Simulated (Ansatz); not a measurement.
Ideal-gas functions of F3NS, SMILES `N#S(F)(F)F` at 800 K and 1 bar, from an Ansatz frequency run at PBE0-D4/def2-TZVP.

Molar mass 103.07 g/mol, point group C3v (symmetry number 3), electronic degeneracy 1, moments of inertia 97.826, 109.069, 109.07 u Å². Harmonic wavenumbers (cm⁻¹, unscaled): 347, 347, 442, 442, 522, 799, 836, 836, 1596.

Use S(trans) = R[1.5 ln M + 2.5 ln T − 1.1517]; rotational temperatures θ = 24.2544 K / I; S(rot) = R[ln(√π/σ · √(T³/θAθBθC)) + 1.5]; for each mode x = 1.438777 ν̃/T, S = R[x/(eˣ − 1) − ln(1 − e⁻ˣ)] and H = RT x/(eˣ − 1); 1 cm⁻¹ = 0.0119627 kJ/mol; R = 8.31446 J/(mol·K).

By hand: the entropy, in J/(mol·K).

Translation 187.2. Rotation: θ = 0.2479, 0.2224, 0.2224 K, giving 109.8. Vibration, mode by mode: 12.37, 12.37, 10.44, 10.44, 9.14, 5.98, 5.67, 5.67, 1.92, in all 74.0. Electronic 0.0. Sum 371.0 J/(mol·K).

By hand: H − E and G − E in kJ/mol, counted from the electronic energy.

Zero-point energy ½ × 6167 × 0.0119627 = 36.9; thermal vibration 32.1; translation, rotation and pV give 4 RT = 26.6. H − E = 95.6 kJ/mol, and G − E = 95.6 − 800 × 371.0/1000 = -201.2 kJ/mol.

Vibration gives 20 % of the entropy.
